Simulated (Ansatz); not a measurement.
# HSO− (SMILES [O-]S): one structure at several levels

One table from this session's results is given with a row withheld; the runs are named, their logs left out.

The runs use Ansatz 0.2.0, Gaussian basis; single points in def2-TZVPPD.

Cores are frozen in the correlated methods.

### The system as given

SMILES `[O-]S`, 3 atoms, charge -1, spin multiplicity 1.

Atoms are counted from 1 here; the program's logs count them from 0.

Bond lengths: O1–S2 1.557 Å, S2–H3 1.401 Å. Angles: O1–S2–H3 104.9°.

Geometry (Å):

```xyz
3
HOS
O    -0.01770    1.23630    0.13700
S    -0.47650   -0.18630   -0.29730
H     0.53300   -1.04530    0.15570
```

Set-up of the first run:

Input file run/in.yaml:

```yaml
crystal:
  periodic: [false, false, false]
  atoms:
    - {symbol: O, position_ang: [-0.017700, 1.236300, 0.137000]}
    - {symbol: S, position_ang: [-0.476500, -0.186300, -0.297300]}
    - {symbol: H, position_ang: [0.533000, -1.045300, 0.155700]}
basis:
  gaussian: {orbitals: "def2-TZVPPD.json"}
total_charge: -1
correlation: {method: ccsd_t}
output: {forces: true}
```

The basis file named in the input lies beside it (Basis Set Exchange, JSON).

No record of the launch command was kept for these runs.

Steps of the session up to this table: CCSD(T)/def2-TZVPPD; PBE0-D4/def2-TZVPPD; wB97M-V/def2-TZVPPD; r2SCAN-D4/def2-TZVPPD; PBE-D4/def2-TZVPPD; wB97X-V/def2-TZVPPD; HSE06-D4/def2-TZVPPD.

One table of the session follows, with a row left open; its other results are not shown here.

```
   method  RMS force component (eV/Å)  angle to CCSD(T) forces (°)
  CCSD(T)                       0.516                    reference
  PBE0-D4                       0.263                         31.2
  wB97M-V                       0.363                         19.7
r2SCAN-D4                           ?                            ?
   PBE-D4                       0.427                         25.0
  wB97X-V                       0.379                         21.2
 HSE06-D4                       0.259                         30.7
```

Q: Estimate the row for r2SCAN-D4 from the others.

As computed: RMS force component (eV/Å): 0.300; angle to CCSD(T) forces (°): 9.9. In the column «RMS force component (eV/Å)» it lies between PBE0-D4 (0.263) and wB97M-V (0.363).

To keep in mind: The anion's highest level is positive in at least one run, so there the basis alone may hold the extra electron.
